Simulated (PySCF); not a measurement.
## C: ionisation energy

C [He] 2s2 2p2 (3P) → C⁺ [He] 2s2 2p1 (2P), as a difference of total energies. Computed with PySCF 2.14 in aug-cc-pwCVTZ, with the non-relativistic Hamiltonian (point nucleus). Correlated levels: valence: 1s2 frozen. The calculations carry no spin-orbit coupling.

| method | ionisation energy (eV) |
| --- | --- |
| UHF | 10.796 |
| MP2 (valence) | 11.255 |
| SCS-MP2 (valence) | 11.121 |
| CCSD (valence) | 11.156 |
| CCSD(T) (valence) | 11.185 |

How much does correlation contribute at CCSD(T) (valence)?

11.185 − (10.796) = 0.389 eV, measured against UHF.

Errors of the correlated levels include the incompleteness of this basis and the frozen core.

For comparison: 11.262 eV (measured; NIST levels, between the centres of gravity of the two terms).
